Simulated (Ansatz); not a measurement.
**[Br···H···H], doublet: reading a ladder of total energies**

Geometry: a point of a hydrogen-transfer path between rigid fragments, not a stationary point.

```yaml
atoms:
  - { symbol: Br, position_ang: [0.0000, 0.0000, -1.4383] }
  - { symbol: H, position_ang: [0.0000, 0.0000, 0.0737] }
  - { symbol: H, position_ang: [0.0000, 0.0000, 1.3647] }
```

Basis 6-31G (Cartesian d functions); Ansatz 0.2.0. Correlated methods freeze the noble-gas cores and the filled d shells of p-block atoms, which leaves 9 electrons in 19 orbitals. Prefix R: restricted or restricted open-shell reference. No spin–orbit coupling is included, and no scalar relativity.

Full CI is exact within this basis and frozen core; it isn't the basis-set limit.

Runs differ by some tens of microhartree through their thresholds and, for an open shell, their frozen cores, so steps under 0.03 kcal/mol mean nothing.

```tsv
level	total energy (hartree)
RHF	-2573.109945
RMP2	-2573.159759
RCCSD	-2573.172594
RCCSD(T)	-2573.173248
RCCSDT	-2573.173394
RCCSDT(Q)	-2573.173410
RCCSDTQ	-2573.173413
full CI	-2573.173414
```

Task: What is the correlation energy at full CI, and what share of it do RMP2 and RCCSD(T) recover?

Result: E(corr) = -2573.173414 − (-2573.109945) = -0.063469 hartree = -1.727 eV. RMP2: -0.049814 / -0.063469 = 78.49 %. RCCSD(T): -0.063303 / -0.063469 = 99.74 %.

Task: By how many kcal/mol does RCCSD(T) miss full CI (1 hartree = 627.509 kcal/mol), and which steps make up the rest?

Result: -2573.173248 − (-2573.173414) = 0.000166 hartree = 0.10 kcal/mol. Steps: RCCSDT − RCCSD(T) = -0.09, RCCSDT(Q) − RCCSDT = -0.01, RCCSDTQ − RCCSDT(Q) = 0.00, full CI − RCCSDTQ = 0.00 kcal/mol. That is within 1 kcal/mol of the reference in this basis, which itself misses far more of the correlation at the basis-set limit.
